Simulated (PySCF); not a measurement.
Compound: CFCl3.
Numbering: `[F:1][C:2]([Cl:3])([Cl:4])[Cl:5]`

The closed-shell ground state was solved at several levels (PySCF, density fitting, gas phase, non-relativistic). Geometry: GFN2-xTB; no solvent, vibrations or thermal averaging.

```
             level  basis functions  total energy (Eh)  HOMO (eV)  LUMO (eV)  gap (eV)  dipole (D)
      BLYP/pcseg-1               82         -1518.4325      -7.62      -2.34      5.28        0.36
 PW91/ANO-RCC-VDZP               82         -1517.4234      -7.77      -2.54      5.23        0.41
       LDA/pcseg-1               82         -1513.0655      -7.94      -2.66      5.28        0.41
        HF/pcseg-1               82         -1515.6180     -12.80       2.54     15.34        0.68
      BP86/pcseg-1               82         -1518.5873      -7.92      -2.61      5.31        0.38
X3LYP/ANO-RCC-VDZP               82         -1517.3254      -8.94      -1.56      7.38        0.52
     B3LYP/pcseg-1               82         -1518.4866      -8.99      -1.71      7.28        0.47
```

(1) What might PBE/pcseg-1 (82 basis functions) give for the same quantities?

(2) Over all these levels, which gives the widest orbital gap and which the narrowest?

(3) In the pcseg-1 basis, how does the gap go with the fixed share of exact exchange?

(4) How far do the dipole and the HOMO energy spread over the levels?

Results:

(1) Total energy -1517.7581 Eh, HOMO -7.81 eV, LUMO -2.49 eV, gap 5.32 eV, dipole 0.36 D.

(2) HF/pcseg-1 (Hartree–Fock, all exact exchange) has the widest, 15.34 eV, and PW91/ANO-RCC-VDZP (GGA) the narrowest, 5.23 eV. Functional and basis both differ between the two, so the spread mixes both effects.

(3) BLYP (0 %) 5.28 eV; LDA (0 %) 5.28 eV; BP86 (0 %) 5.31 eV; PBE (0 %) 5.32 eV; B3LYP (20 %) 7.28 eV; HF (100 %) 15.34 eV. Each rise in the share widens the gap here.

(4) The dipole runs from 0.36 to 0.68 D (mean 0.45 D) and the HOMO from -12.80 to -7.62 eV.
